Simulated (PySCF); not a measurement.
# C4H8NP: the cost of one run

Computed with PySCF 2.14.0 and routines of our own; the level stands in each step. Atoms count from 0.

## (1) The system as given

14 atoms, charge 0, multiplicity 1; geometry from: GFN2-xTB.

## (2) Relaxing the molecule at PBE0-D3(BJ)/def2-SVP

The job: settings as JSON, then the geometry in Å.

```
{"job": {"xc": "PBE0", "basis": "def2-SVP", "d3": "d3bj", "grid": 1, "kind": "geom"}, "charge": 0, "multiplicity": 1}
C     -0.925994     1.393845     0.117323
N     -0.364243     0.067413    -0.032733
C     -1.386214    -0.955670    -0.113213
P      1.005989    -0.300852     0.988991
C      2.353019     0.221160    -0.139453
C      2.105798    -1.056802    -0.268559
H     -0.114863     2.112954     0.227176
H     -1.597996     1.481540     0.980484
H     -1.492198     1.640193    -0.784134
H     -1.969732    -0.799259    -1.023713
H     -0.907264    -1.932635    -0.169759
H     -2.073694    -0.945770     0.742167
H      2.971493     1.023519    -0.476314
H      2.395221    -1.950109    -0.776766
```

Command:

```console
OMP_NUM_THREADS=1 python excited_run.py task.json out
```

The driver reads the jobs from task.json and runs them one after another.

**Question.** How long does this first job take on 1 thread of Arm Neoverse V1, shared host, and how much memory does it need?

About 1.9 min, with a peak of 0.58 GiB.
